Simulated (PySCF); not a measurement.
**C3H6F2, a complex of two parts: NMR shifts**

What NMR shifts should one expect for `FF` with `C1CC1`?

Programs: PySCF 2.14.0. All values are calculated, for the isolated system unless a continuum is named. Atoms count from 0, parts from 1.

## 1. Starting point

11 atoms, charge 0, multiplicity 1; geometry: GFN2-xTB, MD frame. Parts: 1 = atoms 0–1, `FF`, charge 0; 2 = atoms 2–10, `C1CC1`, charge 0.

## 2. NMR shieldings: 250 fs

The job: settings as JSON, then the geometry in Å.

```
{"job": {"kind": "nmr", "xc": "PBE0", "basis": "pcSseg-1", "pop": false}, "charge": 0, "multiplicity": 1, "parts": [{"atoms": "0-1", "charge": 0, "multiplicity": 1}, {"atoms": "2-10", "charge": 0, "multiplicity": 1}]}
F      3.813122    -0.136731     1.129367
F      2.545568     0.412468     1.463816
C     -0.188450     0.589730    -0.440051
C     -1.388076    -0.012412    -1.079896
C     -0.905861    -0.511755     0.233329
H     -0.202459     1.573665    -0.065881
H      0.771833     0.364397    -0.872965
H     -2.273138     0.651679    -1.131598
H     -1.320894    -0.603917    -1.966367
H     -1.510889    -0.286239     1.117159
H     -0.501938    -1.531239     0.283417
```

With the program's defaults for keys left out, this is: GIAO PBE0/pcSseg-1 NMR shielding, non-relativistic, gas phase.

Run with:

```bash
$ OMP_NUM_THREADS=1 python cluster_run.py task.json out
```

This one command runs all jobs of the session in turn.

What it wrote:

```text
coarse grid: 9152 points
cycle   1  E = -316.9588090897  dE =  3.724e-01  |g| = 3.799e-01  |ddm| = 2.717e+00
cycle   2  E = -316.9572244736  dE =  1.585e-03  |g| = 3.733e-01  |ddm| = 5.331e-01
cycle   3  E = -316.9908045918  dE = -3.358e-02  |g| = 5.401e-02  |ddm| = 3.129e-01
cycle   4  E = -316.9914092346  dE = -6.046e-04  |g| = 7.977e-03  |ddm| = 3.934e-02
cycle   5  E = -316.9914108683  dE = -1.634e-06  |g| = 7.829e-03  |ddm| = 6.731e-03
cycle   6  E = -316.9914196929  dE = -8.825e-06  |g| = 1.676e-03  |ddm| = 3.526e-03
final grid: 89064 points
cycle   7  E = -317.0314268105  dE = -2.167e-05  |g| = 7.494e-03  |ddm| = 1.725e-02
cycle   8  E = -317.0314161896  dE =  1.062e-05  |g| = 1.072e-02  |ddm| = 1.179e-02
cycle   9  E = -317.0314390678  dE = -2.288e-05  |g| = 2.598e-03  |ddm| = 6.530e-03
cycle  10  E = -317.0314401505  dE = -1.083e-06  |g| = 1.736e-04  |ddm| = 1.186e-03
cycle  11  E = -317.0314401553  dE = -4.819e-09  |g| = 4.417e-05  |ddm| = 1.317e-04
cycle  12  E = -317.0314401556  dE = -2.756e-10  |g| = 1.071e-05  |ddm| = 2.755e-05
converged SCF energy = -317.0314401556

GIAO shielding tensors (ppm)
atom      isotropic    diamagn.    paramagn.     s11        s22        s33       span
  0 F     -270.974     463.046    -734.019   -651.576   -650.764    489.419   1140.995
  1 F     -276.249     463.160    -739.410   -660.966   -657.971    490.190   1151.156
  2 C      190.605     248.506     -57.901    161.950    183.778    226.088     64.138
  3 C      188.427     252.373     -63.946    158.425    179.422    227.434     69.009
  4 C      186.395     248.408     -62.013    158.195    178.800    222.191     63.996
  5 H       32.171      31.131       1.040     26.329     28.273     41.912     15.583
  6 H       31.493      30.658       0.835     26.072     27.144     41.264     15.192
  7 H       30.884      29.227       1.657     24.850     26.947     40.856     16.006
  8 H       31.587      30.750       0.838     25.818     27.596     41.347     15.528
  9 H       31.011      29.550       1.461     25.439     26.884     40.712     15.273
 10 H       30.793      29.746       1.048     25.644     26.582     40.155     14.511

== part 1 alone, relaxed ==
coarse grid: 2176 points
cycle   1  E = -199.2733370967  dE =  4.632e-02  |g| = 2.411e-01  |ddm| = 1.167e+00
cycle   2  E = -199.2791272940  dE = -5.790e-03  |g| = 1.188e-01  |ddm| = 1.317e-01
cycle   3  E = -199.2809825945  dE = -1.855e-03  |g| = 1.707e-02  |ddm| = 4.822e-02
cycle   4  E = -199.2810164184  dE = -3.382e-05  |g| = 5.114e-03  |ddm| = 9.342e-03
cycle   5  E = -199.2810196333  dE = -3.215e-06  |g| = 4.945e-05  |ddm| = 2.246e-03
final grid: 23208 points
cycle   6  E = -199.3027258973  dE = -4.790e-06  |g| = 5.310e-04  |ddm| = 3.788e-03
cycle   7  E = -199.3027259191  dE = -2.178e-08  |g| = 3.200e-04  |ddm| = 4.243e-04
cycle   8  E = -199.3027259316  dE = -1.248e-08  |g| = 5.766e-05  |ddm| = 1.593e-04
cycle   9  E = -199.3027259320  dE = -4.347e-10  |g| = 3.073e-06  |ddm| = 2.808e-05
converged SCF energy = -199.3027259320

GIAO shielding tensors (ppm)
atom      isotropic    diamagn.    paramagn.     s11        s22        s33       span
  0 F     -219.037     462.222    -681.259   -572.859   -572.859    488.609   1061.468
  1 F     -219.037     462.222    -681.259   -572.860   -572.859    488.609   1061.468

== part 2 alone, relaxed ==
coarse grid: 6984 points
cycle   1  E = -117.6894000276  dE =  3.101e-01  |g| = 2.922e-01  |ddm| = 2.443e+00
cycle   2  E = -117.6843511667  dE =  5.049e-03  |g| = 3.381e-01  |ddm| = 4.935e-01
cycle   3  E = -117.7136958472  dE = -2.934e-02  |g| = 1.700e-02  |ddm| = 2.646e-01
cycle   4  E = -117.7137495127  dE = -5.367e-05  |g| = 2.658e-03  |ddm| = 1.435e-02
cycle   5  E = -117.7137510339  dE = -1.521e-06  |g| = 1.439e-04  |ddm| = 2.745e-03
final grid: 65856 points
cycle   6  E = -117.7321288434  dE = -1.967e-05  |g| = 6.576e-03  |ddm| = 1.744e-02
cycle   7  E = -117.7321246849  dE =  4.158e-06  |g| = 7.828e-03  |ddm| = 1.071e-02
cycle   8  E = -117.7321400104  dE = -1.533e-05  |g| = 1.244e-04  |ddm| = 5.729e-03
cycle   9  E = -117.7321400139  dE = -3.464e-09  |g| = 2.692e-05  |ddm| = 1.562e-04
cycle  10  E = -117.7321400140  dE = -1.259e-10  |g| = 6.779e-06  |ddm| = 2.365e-05
converged SCF energy = -117.7321400140

GIAO shielding tensors (ppm)
atom      isotropic    diamagn.    paramagn.     s11        s22        s33       span
  0 C      188.199     250.508     -62.309    161.370    178.755    224.471     63.101
  1 C      188.199     250.509     -62.310    161.365    178.746    224.486     63.121
  2 C      188.202     250.511     -62.309    161.357    178.714    224.534     63.177
  3 H       31.462      30.553       0.909     25.652     27.311     41.424     15.772
  4 H       31.459      30.550       0.909     25.653     27.307     41.416     15.763
  5 H       31.461      30.552       0.909     25.651     27.310     41.422     15.771
  6 H       31.458      30.549       0.909     25.652     27.307     41.415     15.764
  7 H       31.460      30.550       0.910     25.648     27.310     41.422     15.774
  8 H       31.456      30.546       0.910     25.649     27.305     41.413     15.764
```

Wall time 10 s (1 thread of Intel Xeon Platinum 8488C, shared host); peak memory 0.51 GiB.

The references, computed at this level on geometries of the same kind, shield at (ppm): 1H TMS 31.72, 13C TMS 186.9, 19F CFCl3 170.9. Their shielding less the atom's gives the shift. The references are single molecules in the gas phase, so shifts against H2O, NH3, PH3, H3PO4 or CFCl3 are not on the usual liquid scales and can be off by tens of ppm. Each atom is listed at this fixed geometry, with no averaging over motion; a spectrum would average atoms that exchange fast.

| atoms | environment | σ (ppm) | δ (ppm) |
| --- | --- | --- | --- |
| C4 | carbon bonded to 2 C, 2 H | 186.4 | 0.5 |
| C3 | carbon bonded to 2 C, 2 H | 188.4 | -1.5 |
| C2 | carbon bonded to 2 C, 2 H | 190.6 | -3.7 |
| H10 | hydrogen on a carbon bonded to 2 C | 30.79 | 0.92 |
| H7 | hydrogen on a carbon bonded to 2 C | 30.88 | 0.83 |
| H9 | hydrogen on a carbon bonded to 2 C | 31.01 | 0.71 |
| H6 | hydrogen on a carbon bonded to 2 C | 31.49 | 0.22 |
| H8 | hydrogen on a carbon bonded to 2 C | 31.59 | 0.13 |
| H5 | hydrogen on a carbon bonded to 2 C | 32.17 | -0.45 |
| F1 | fluorine bonded to F | -276.2 | 447.2 |
| F0 | fluorine bonded to F | -271.0 | 441.9 |

Ring of atoms C2, C3, C4: NICS(0) -43.8, NICS(1) -8.3, NICS(1)zz -23.3 ppm (means of both faces).

In rings of three or four atoms NICS is ruled by the nearby σ bonds, so it says little on aromaticity.

## 3. Shielding tensors: 400 fs

The job: settings as JSON, then the geometry in Å.

```
{"job": {"kind": "nmr", "xc": "PBE0", "basis": "pcSseg-1", "pop": false}, "charge": 0, "multiplicity": 1, "parts": [{"atoms": "0-1", "charge": 0, "multiplicity": 1}, {"atoms": "2-10", "charge": 0, "multiplicity": 1}]}
F      3.419069    -0.288090     1.607544
F      2.352749     0.451277     1.149487
C     -0.012178     0.352496    -0.604386
C     -1.351032    -0.199357    -0.969579
C     -0.485012    -0.896865     0.034364
H     -0.062618     1.235193    -0.017106
H      0.802648     0.318727    -1.318985
H     -2.202176     0.375016    -0.570219
H     -1.509516    -0.524993    -1.972519
H     -0.776787    -0.798316     1.091197
H     -0.052280    -1.836654    -0.191133
```

Method: GIAO PBE0/pcSseg-1 NMR shielding, non-relativistic, gas phase.

What it wrote:

```text
coarse grid: 9152 points
cycle   1  E = -316.9582624802  dE =  4.235e-01  |g| = 3.892e-01  |ddm| = 2.726e+00
cycle   2  E = -316.9575683594  dE =  6.941e-04  |g| = 3.732e-01  |ddm| = 5.325e-01
cycle   3  E = -316.9908800171  dE = -3.331e-02  |g| = 5.828e-02  |ddm| = 3.158e-01
cycle   4  E = -316.9915928052  dE = -7.128e-04  |g| = 7.611e-03  |ddm| = 4.213e-02
cycle   5  E = -316.9915928514  dE = -4.620e-08  |g| = 8.203e-03  |ddm| = 6.817e-03
cycle   6  E = -316.9916025652  dE = -9.714e-06  |g| = 1.183e-03  |ddm| = 3.503e-03
final grid: 89064 points
cycle   7  E = -317.0316512099  dE = -2.753e-05  |g| = 6.935e-03  |ddm| = 2.019e-02
cycle   8  E = -317.0316451006  dE =  6.109e-06  |g| = 8.903e-03  |ddm| = 1.105e-02
cycle   9  E = -317.0316627075  dE = -1.761e-05  |g| = 1.582e-03  |ddm| = 5.945e-03
cycle  10  E = -317.0316630823  dE = -3.748e-07  |g| = 2.320e-04  |ddm| = 7.410e-04
cycle  11  E = -317.0316630907  dE = -8.429e-09  |g| = 4.491e-05  |ddm| = 1.592e-04
cycle  12  E = -317.0316630910  dE = -2.942e-10  |g| = 1.062e-05  |ddm| = 3.030e-05
converged SCF energy = -317.0316630910

GIAO shielding tensors (ppm)
atom      isotropic    diamagn.    paramagn.     s11        s22        s33       span
  0 F     -138.681     462.927    -601.609   -454.488   -451.357    489.801    944.289
  1 F     -136.013     463.150    -599.163   -450.002   -446.679    488.642    938.645
  2 C      188.871     249.009     -60.138    163.585    179.616    223.413     59.827
  3 C      187.914     253.217     -65.303    159.772    178.070    225.899     66.127
  4 C      186.797     249.675     -62.877    159.078    180.137    221.177     62.099
  5 H       32.335      31.828       0.507     26.350     28.645     42.010     15.660
  6 H       31.339      30.232       1.107     26.202     27.328     40.487     14.285
  7 H       31.181      30.122       1.058     24.811     27.247     41.483     16.671
  8 H       31.503      30.549       0.954     25.790     27.529     41.189     15.399
  9 H       30.987      30.062       0.924     25.596     26.534     40.829     15.233
 10 H       31.602      30.560       1.041     26.662     27.289     40.854     14.192
```

Wall time 7.3 s (1 thread of Intel Xeon Platinum 8488C, shared host); peak memory 0.54 GiB.

In short: δ C4 0.1, C3 -1.0, C2 -1.9, F0 309.6, H9 0.73, H7 0.54 ppm.

## 4. Nuclear shieldings: 550 fs

The job: settings as JSON, then the geometry in Å.

```
{"job": {"kind": "nmr", "xc": "PBE0", "basis": "pcSseg-1", "pop": false}, "charge": 0, "multiplicity": 1, "parts": [{"atoms": "0-1", "charge": 0, "multiplicity": 1}, {"atoms": "2-10", "charge": 0, "multiplicity": 1}]}
F      3.094076    -0.290496     2.138288
F      2.395688     0.758939     1.515953
C      0.216896     0.180576    -0.900266
C     -1.243382    -0.015230    -1.183982
C     -0.516667    -0.977942    -0.277049
H      0.481055     1.012428    -0.295126
H      0.949420    -0.010573    -1.625835
H     -1.954758     0.674244    -0.650700
H     -1.563689    -0.301759    -2.204086
H     -0.687183    -0.867844     0.795433
H     -0.252528    -1.974284    -0.611929
```

Level: GIAO PBE0/pcSseg-1 NMR shielding, non-relativistic, gas phase.

What it wrote:

```text
coarse grid: 9152 points
cycle   1  E = -316.9592055469  dE =  3.186e-01  |g| = 3.728e-01  |ddm| = 2.703e+00
cycle   2  E = -316.9597294545  dE = -5.239e-04  |g| = 3.534e-01  |ddm| = 5.122e-01
cycle   3  E = -316.9896644639  dE = -2.994e-02  |g| = 5.491e-02  |ddm| = 2.962e-01
cycle   4  E = -316.9902870244  dE = -6.226e-04  |g| = 1.077e-02  |ddm| = 4.032e-02
cycle   5  E = -316.9902838354  dE =  3.189e-06  |g| = 1.209e-02  |ddm| = 8.916e-03
cycle   6  E = -316.9903055804  dE = -2.175e-05  |g| = 1.374e-03  |ddm| = 5.035e-03
cycle   7  E = -316.9903058660  dE = -2.856e-07  |g| = 1.599e-04  |ddm| = 7.168e-04
final grid: 89064 points
cycle   8  E = -317.0312095582  dE = -2.368e-05  |g| = 6.522e-03  |ddm| = 1.679e-02
cycle   9  E = -317.0312053798  dE =  4.178e-06  |g| = 7.777e-03  |ddm| = 1.070e-02
cycle  10  E = -317.0312205751  dE = -1.520e-05  |g| = 2.073e-04  |ddm| = 5.748e-03
cycle  11  E = -317.0312205742  dE =  8.508e-10  |g| = 2.393e-04  |ddm| = 2.116e-04
cycle  12  E = -317.0312205826  dE = -8.398e-09  |g| = 4.054e-05  |ddm| = 1.078e-04
cycle  13  E = -317.0312205829  dE = -2.453e-10  |g| = 9.441e-06  |ddm| = 2.254e-05
converged SCF energy = -317.0312205829

GIAO shielding tensors (ppm)
atom      isotropic    diamagn.    paramagn.     s11        s22        s33       span
  0 F     -235.348     463.015    -698.364   -600.177   -594.694    488.825   1089.002
  1 F     -218.473     463.066    -681.539   -573.449   -570.244    488.275   1061.724
  2 C      189.175     249.639     -60.464    160.100    181.857    225.568     65.469
  3 C      181.554     252.932     -71.377    155.146    171.587    217.930     62.784
  4 C      186.847     250.326     -63.479    159.433    176.888    224.220     64.787
  5 H       32.219      31.908       0.311     26.657     27.939     42.060     15.403
  6 H       32.202      31.218       0.984     26.687     28.019     41.899     15.212
  7 H       30.300      29.502       0.797     24.301     26.649     39.949     15.647
  8 H       30.338      28.898       1.440     24.927     26.420     39.666     14.739
  9 H       31.109      30.656       0.453     25.565     26.753     41.009     15.444
 10 H       31.117      29.861       1.256     25.803     26.888     40.660     14.856
```

It took 7 s on 1 thread of Intel Xeon Platinum 8488C, shared host; peak memory 0.54 GiB.

In short: δ C3 5.4, C4 0.1, C2 -2.2, F0 406.3, H7 1.42, H8 1.38 ppm.

[end of part 1 of 2]
